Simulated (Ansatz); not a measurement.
# SiNH4O (SMILES N[SiH]O): methods side by side

The species is SiNH4O (7 atoms), meant as a doublet with charge 0. SMILES: `N[SiH]O`. The shape was relaxed beforehand at r2SCAN/def2-SVP. This is one conformer, not always the lowest.

```xyz
7

N    -0.6993    0.5343   -0.5833
Si    0.2945    0.1571    0.7947
O     1.6440   -0.6843    0.2757
H    -0.3559    1.1673   -1.3018
H    -1.6940    0.6875   -0.4347
H    -0.6136   -0.6592    1.6813
H     1.4855   -1.2708   -0.4775
```

Quantity: the dissociation energy of the H7–O3 bond into doublet H and singlet SiNH3O (shapes relaxed at r2SCAN/def2-SVP, no zero-point term), in eV. The values are calculated.

| level | kind | program | value (eV) | CPU time (all runs) |
| --- | --- | --- | --- | --- |
| UHF/def2-TZVP | Hartree–Fock | Ansatz | 2.15 | 1.8 s |
| USVWN5/def2-TZVP | LDA | Ansatz | 2.35 | 2.2 s |
| UBLYP/def2-TZVP | GGA | Ansatz | 1.96 | 4.2 s |
| UPBE/def2-TZVP | GGA | Ansatz | 2.05 | 4.1 s |
| U-r2SCAN/def2-TZVP | meta-GGA | Ansatz | 2.21 | 9.4 s |
| UPBE0-D4/def2-TZVP | global hybrid | Ansatz | 2.24 | 4.5 s |
| U-wB97M-V/def2-TZVP | range-separated hybrid | Ansatz | 2.08 | 20 s |
| UB2PLYP/def2-TZVP | double hybrid | Ansatz | 2.01 | 8 s |
| RPA@PBE/def2-TZVP | RPA | Ansatz | 1.98 | 9 s |

The values span 1.96 to 2.35 eV. A fragment with an even electron count was run as a singlet and may have a lower triplet. Measured bond enthalpies also hold zero-point and thermal terms, a few tenths of an eV less. Times are those of the runs behind each value, whatever else they computed, on shared processors of several kinds: orders of magnitude only.
